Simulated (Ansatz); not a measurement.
**Two-coordinate energy map**

C2H6S (SMILES CSC), singlet, PBE0-D4/def2-TZVP minimum:

| atom | x (Å) | y (Å) | z (Å) |
| --- | --- | --- | --- |
| C1 | -0.4749 | 1.0469 | -0.7325 |
| S2 | 0.8265 | -0.1854 | -0.8360 |
| C3 | 0.5226 | -1.0634 | 0.7001 |
| H4 | -1.4613 | 0.5792 | -0.7067 |
| H5 | -0.4047 | 1.6660 | -1.6274 |
| H6 | -0.3474 | 1.6841 | 0.1451 |
| H7 | -0.4743 | -1.5088 | 0.7105 |
| H8 | 1.2628 | -1.8613 | 0.7674 |
| H9 | 0.6393 | -0.4038 | 1.5625 |

Rows set the bond length C1–S2 (Å; 1.795 at the minimum), columns the angle H9–C3–H8 (°; 108.7), set in this order; the parts move rigidly, in a bend the first-named atom's side turns in the plane, and in a torsion the whole end group turns. CCSD(T) energies count from the value at that structure, in kcal/mol. Ansatz 0.2.0; basis: def2-TZVPP; cores frozen in the correlated methods.

| C1–S2 \ H9–C3–H8 | 84.7 | 92.7 | 100.7 | 108.7 | 116.7 | 124.7 | 132.7 |
| --- | --- | --- | --- | --- | --- | --- | --- |
| 1.616 | 23.17 | 17.13 | 13.45 | 12.12 | 13.11 | ? | 22.13 |
| 1.668 | 16.81 | 10.79 | ? | 5.85 | 6.89 | 10.27 | 16.00 |
| 1.745 | 11.84 | 5.84 | 2.24 | 0.99 | 2.09 | 5.54 | 11.32 |
| 1.834 | 10.87 | 4.90 | 1.33 | 0.13 | 1.29 | 4.79 | 10.63 |
| 1.934 | 13.78 | 7.84 | 4.31 | 3.16 | 4.36 | 7.92 | 13.81 |
| 2.041 | 19.73 | 13.82 | 10.32 | 9.21 | 10.46 | 14.06 | 19.99 |
| 2.154 | 27.70 | 21.80 | 18.34 | 17.26 | 18.55 | 22.18 | 28.14 |

Problem. Fill in the withheld cells. (To be estimated.)

Solution. Computed: (1.616, 124.7): 16.45; (1.668, 100.7): 7.14 kcal/mol. These count from the CCSD(T) energy at the PBE0-D4 minimum.

The same grid for a cheaper method: HF − CCSD(T), both counted from the minimum, in kcal/mol:
```tsv
C1–S2 \ H9–C3–H8	84.7	92.7	100.7	108.7	116.7	124.7	132.7
1.616	1.49	0.72	0.24	0.10	0.30	0.85	1.76
1.668	1.33	0.55	0.08	-0.07	0.12	0.67	1.57
1.745	1.31	0.53	0.05	-0.11	0.08	0.62	1.51
1.834	1.57	0.79	0.30	0.15	0.33	0.86	1.74
1.934	2.19	1.41	0.92	0.75	0.93	1.45	2.33
2.041	3.20	2.41	1.91	1.74	1.92	2.44	3.30
2.154	4.60	3.80	3.30	3.13	3.30	3.81	4.67
```

T1 diagnostic: at most 0.011.

For scale, one of the runs: CCSD(T)/def2-TZVPP, 188 basis functions (an equivalent command: `ansatz run in.yaml --threads 2`). Time: 41 s of wall clock on 2 CPU threads; the host was shared. Peak host memory: 2 GiB.
